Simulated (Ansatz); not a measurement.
## BF₂, SMILES F[B]F: a geometry optimisation

Program: Ansatz's Python interface.

`run_opt.py`:
```python
"""Geometry optimisation of BF2."""

import itertools

import ansatz as az
from ase.data import atomic_numbers, covalent_radii
import numpy as np


def main() -> None:
    molecule = (
        az.Crystal.molecule()
        .atom("F", (0.5862, -1.1888, 0.1833))
        .atom("B", (0.3123, 0.28, 0.2042))
        .atom("F", (-0.9094, 0.8439, -0.4008))
    )

    model = (
        molecule.calculation()
        .basis(gaussian="6-31G*")
        .functional("pbe")
        .spin("collinear", total=1)
    )
    symbols = [site.symbol for site in molecule.cartesian_sites]
    start = np.array([site.position_ang for site in molecule.cartesian_sites], dtype=float)
    rep = model.relax(force_tolerance=0.01).run(threads=1).report
    end = np.array(rep["positions_ang"])

    print("reference energy %16.6f eV" % rep["reference_energy_ev"])
    print("total energy     %16.6f eV" % rep["free_energy_ev"])
    print("occupied orbitals outside the frozen core (up, down):", rep["n_occupied"], " frozen:", rep["n_frozen"], " virtual:", rep["n_virtual"])

    # pairs closer than 1.2 times the sum of covalent radii, before or after
    radius = [covalent_radii[atomic_numbers[s]] for s in symbols]
    span = lambda where, i, j: np.linalg.norm(where[i] - where[j])
    bonded = [(i, j) for i, j in itertools.combinations(range(len(symbols)), 2) if min(span(start, i, j), span(end, i, j)) < 1.2 * (radius[i] + radius[j])]
    print("pair        before    after (A)")
    for i, j in bonded:
        print(f"{symbols[i]}{i}-{symbols[j]}{j}".ljust(10), f"{span(start, i, j):8.4f} {span(end, i, j):8.4f}")

    charges = rep["charge_distribution"]
    print("dipole moment", round(4.803205 * float(np.linalg.norm(charges["dipole_moment_e_ang"])), 3), "D")
    print("Mulliken:", [(s, round(q, 3)) for s, q in zip(symbols, charges["mulliken_charges_e"])])
    with open("bf2_opt.xyz", "w") as handle:
        handle.write(f"{len(symbols)}\nrelaxed BF2\n")
        handle.writelines(f"{s:2s} {x:11.6f} {y:11.6f} {z:11.6f}\n" for s, (x, y, z) in zip(symbols, end))


if __name__ == "__main__":
    main()
```

Running `python run_opt.py` prints:
```text
reference energy     -6104.334997 eV
total energy         -6104.334997 eV
occupied orbitals outside the frozen core (up, down): [12, 11]  frozen: 0  virtual: [33, 34]
pair        before    after (A)
F0-B1        1.4943   1.3242
B1-F2        1.4753   1.3242
dipole moment 0.119 D
Mulliken: [('F', -0.152), ('B', 0.304), ('F', -0.152)]
```

`bf2_opt.xyz`, as written:
```text
3
relaxed BF2
F     0.519810   -1.058248    0.162074
B     0.283162    0.244409    0.184052
F    -0.813872    0.748939   -0.359425
```

Reading the output:
- The settings weren't tested for convergence.
- The end point is the stationary point reached from this start; no frequency run checks that it is a minimum, and the basis set is modest.
- The species is open-shell (spin multiplicity 2).
- Finished in 6.8 s on 1 thread of Arm Neoverse V1, with other jobs on the host, peak memory 0.17 GiB.

(Lines on the test bed's own set-up are left out of the output.)
